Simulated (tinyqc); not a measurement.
Worked calculation: CCSD on RHF in the sto-6g basis, frozen core, for BH3, spin multiplicity 1. One step of it, computed by the program tinyqc.

Task: CCSD: starting amplitudes. t_ij^ab = <ij||ab> / (e_i + e_j - e_a - e_b), whose energy is MP2.

orbital energies (hartree): MO1 -7.523802, MO2 -0.673382, MO3 -0.470953, MO4 -0.470774, MO5 0.233385, MO6 0.707802, MO7 0.758138, MO8 0.758717

Two-electron integrals over orbitals (pq|rs), unique and non-zero (hartree); the lowest 1 orbital is frozen and left out:
```
(22|22) 0.444868    (32|22) 0.000066    (32|32) 0.121943    (33|22) 0.441923
(33|32) 0.063338    (33|33) 0.495631    (42|42) 0.121849    (43|42) -0.063393
(43|43) 0.049208    (44|22) 0.441834    (44|32) -0.063391   (44|33) 0.397369
(44|44) 0.495662    (52|22) -0.001010   (52|32) -2.93e-07   (52|33) -0.000635
(52|44) -0.000634   (52|52) 0.069066    (53|22) -7.37e-07   (53|32) -0.000815
(53|33) -0.000830   (53|44) 0.000830    (53|52) -0.000005   (53|53) 0.018093
(54|42) -0.000814   (54|43) 0.000831    (54|54) 0.018089    (55|22) 0.463964
(55|32) 0.000015    (55|33) 0.437295    (55|44) 0.437262    (55|52) 0.005924
(55|53) -1.55e-06   (55|55) 0.587210    (62|22) 0.041871    (62|32) -0.000015
(62|33) 0.022045    (62|44) 0.022022    (62|52) -0.000366   (62|53) -1.48e-06
(62|55) 0.107292    (62|62) 0.070853    (63|22) -0.000099   (63|32) -0.042514
(63|33) -0.039962   (63|44) 0.039885    (63|52) -2.58e-06   (63|53) 0.000974
(63|55) -0.000149   (63|62) -0.000125   (63|63) 0.058296    (64|42) -0.042572
(64|43) 0.039991    (64|54) 0.000976    (64|64) 0.058418    (65|22) -0.002443
(65|32) -3.72e-06   (65|33) -0.001118   (65|44) -0.001114   (65|52) 0.065933
(65|53) -0.000029   (65|55) 0.000781    (65|62) -0.003797   (65|63) 2.83e-06
(65|65) 0.069353    (66|22) 0.443387    (66|32) -0.000226   (66|33) 0.442657
(66|44) 0.442878    (66|52) -0.004363   (66|53) 2.46e-06    (66|55) 0.465419
(66|62) 0.029937    (66|63) 0.000037    (66|65) -0.005553   (66|66) 0.462497
(72|42) -0.004055   (72|43) 0.025335    (72|54) 0.001446    (72|64) 0.045861
(72|72) 0.048831    (73|42) 0.052282    (73|43) -0.023749   (73|54) -0.000722
(73|64) -0.029981   (73|72) -0.009539   (73|73) 0.036732    (74|22) 0.045508
(74|32) 0.052304    (74|33) 0.053374    (74|44) 0.005936    (74|52) 0.002502
(74|53) -0.000723   (74|55) 0.096071    (74|62) 0.067374    (74|63) -0.030005
(74|65) -0.000764   (74|66) 0.028652    (74|74) 0.104883    (75|42) 0.003353
(75|43) -0.001583   (75|54) 0.016244    (75|64) -0.001194   (75|72) 0.000453
(75|73) 0.001437    (75|75) 0.020044    (76|42) 0.109123    (76|43) -0.057455
(76|54) -0.001066   (76|64) -0.045152   (76|72) -0.009587   (76|73) 0.053417
(76|75) 0.002977    (76|76) 0.111312    (77|22) 0.460433    (77|32) -0.028215
(77|33) 0.427502    (77|44) 0.492871    (77|52) 0.000898    (77|53) 0.000920
(77|55) 0.478767    (77|62) 0.045546    (77|63) 0.036756    (77|65) -0.000571
(77|66) 0.470154    (77|74) 0.042201    (77|77) 0.531415    (82|22) 0.000035
(82|32) -0.004098   (82|33) -0.025314   (82|44) 0.025354    (82|52) 5.36e-07
(82|53) 0.001447    (82|55) 0.000124    (82|62) 0.000050    (82|63) 0.045848
(82|65) -4.96e-06   (82|66) 0.000039    (82|74) -0.009462   (82|77) 0.031373
(82|82) 0.048834    (83|22) 0.045463    (83|32) -0.052321   (83|33) 0.005952
(83|44) 0.053432    (83|52) 0.002503    (83|53) 0.000722    (83|55) 0.096070
(83|62) 0.067372    (83|63) 0.029854    (83|65) -0.000760   (83|66) 0.028879
(83|74) 0.035608    (83|77) 0.064520    (83|82) 0.009671    (83|83) 0.104918
(84|42) 0.052224    (84|43) -0.023697   (84|54) -0.000721   (84|64) -0.029910
(84|72) -0.009483   (84|73) 0.032488    (84|75) 0.001435    (84|76) 0.053358
(84|84) 0.036653    (85|22) -1.11e-06   (85|32) 0.003355    (85|33) 0.001580
(85|44) -0.001584   (85|52) 0.000078    (85|53) 0.016246    (85|55) 1.23e-06
(85|62) -0.000005   (85|63) -0.001192   (85|65) 0.000055    (85|66) -0.000013
(85|74) 0.001437    (85|77) -0.000498   (85|82) 0.000453    (85|83) -0.001439
(85|85) 0.020045    (86|22) 0.000037    (86|32) 0.109112    (86|33) 0.057288
(86|44) -0.057383   (86|52) -0.000006   (86|53) -0.001064   (86|55) -0.000006
(86|62) -0.000028   (86|63) -0.044992   (86|65) -0.000009   (86|66) -0.000243
(86|74) 0.053372    (86|77) -0.029160   (86|82) -0.009555   (86|83) -0.053452
(86|85) 0.002978    (86|86) 0.111205    (87|42) -0.028091   (87|43) 0.032657
(87|54) 0.000920    (87|64) 0.036818    (87|72) 0.031317    (87|73) -0.011096
(87|75) -0.000494   (87|76) -0.029086   (87|84) -0.011049   (87|87) 0.034326
(88|22) 0.460498    (88|32) 0.028472    (88|33) 0.493032    (88|44) 0.427365
(88|52) 0.000898    (88|53) -0.000924   (88|55) 0.478811    (88|62) 0.045596
(88|63) -0.037023   (88|65) -0.000571   (88|66) 0.470070    (88|74) 0.064611
(88|77) 0.462630    (88|82) -0.031301   (88|83) 0.042074    (88|85) 0.000503
(88|86) 0.029346    (88|88) 0.531624
```

Give: Starting amplitudes; correlation energy.

Result:

Starting amplitudes (spin orbitals 1a, 1b, ...; amplitudes related by a flip of all spins are not repeated; the 24 largest):
```
from      to        t
4a 4b  7a 7b  -0.0427
3a 3b  8a 8b  -0.0427
2a 2b  5a 5b  -0.0381
2a 4b  6a 7b  -0.0258
2a 3b  6a 8b  -0.0258
2a 2b  6a 6b  -0.0256
4a 4b  6a 6b  -0.0248
3a 3b  6a 6b  -0.0247
2a 4b  6b 7a   0.0176
2a 3b  6b 8a   0.0176
2a 2b  7a 7b  -0.0171
2a 2b  8a 8b  -0.0170
3a 3b  7a 7b  -0.0149
4a 4b  8a 8b  -0.0149
3a 4b  7b 8a   0.0145
3a 4b  7a 8b  -0.0132
4a 4b  5a 5b  -0.0128
3a 3b  5a 5b  -0.0128
3a 4b  6a 7b   0.0125
3a 4b  6b 7a  -0.0125
4a 4b  6a 8b   0.0124
3a 3b  6a 8b  -0.0124
2a 3a  6a 8a  -0.0082
2a 4a  6a 7a  -0.0082
```

correlation energy = -0.035572 hartree
